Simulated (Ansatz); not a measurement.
Geometry optimisation, RKS PBE/def2-SVP in Ansatz.

input.yaml

```yaml
crystal:
  periodic: [false, false, false]
  atoms:
    - { symbol: Si, position_ang: [0.301694, -0.020355, 0.073546] }
    - { symbol: "N", position_ang: [0.844504, -0.183786, 1.749895] }
    - { symbol: H, position_ang: [0.181442, -0.219957, 2.531469] }
    - { symbol: H, position_ang: [1.635883, 0.418212, 1.99338] }
    - { symbol: H, position_ang: [1.688652, 0.030154, -0.379581] }
    - { symbol: Cl, position_ang: [-0.759619, 1.70732, -0.460829] }
    - { symbol: H, position_ang: [-0.534457, -1.184888, -0.34498] }
basis:
  gaussian: { orbitals: def2-SVP }
hamiltonian:
  xc: pbe
relax:
  f_tol: 0.03
  max_steps: 50
output:
  orbitals: {}
```

Command:

```bash
$ ansatz run input.yaml --threads 1 --pin off --max-ram 2048MiB --backend cpu --events-out ev --progress --plain --runs-dir out
```

Question: Where does it end, and by what steps?

Answer: The forces met the threshold. After 5 steps the energy has fallen by 0.218 eV; H5 moved furthest, 0.33 Å.

```csv
step,energy less start (eV),largest force component (eV/Å),accepted
0,0.0000,1.462,yes
1,-0.1792,0.645,yes
2,-0.2023,0.257,yes
3,-0.2147,0.162,yes
4,-0.2177,0.033,yes
5,-0.2179,0.015,yes
```

```xyz
7
Properties=species:S:1:pos:R:3
Si 0.390 -0.017 0.109
N 0.840 -0.152 1.773
H 0.108 -0.309 2.473
H 1.552 0.482 2.146
H 1.649 0.005 -0.702
Cl -0.683 1.716 -0.417
H -0.498 -1.177 -0.219
```

Whether the end is a true minimum wasn't checked by a vibrational analysis.

Time of the run: 12 s on 1 thread of Arm Neoverse V1, with other jobs on the host, peak memory 0.13 GiB.
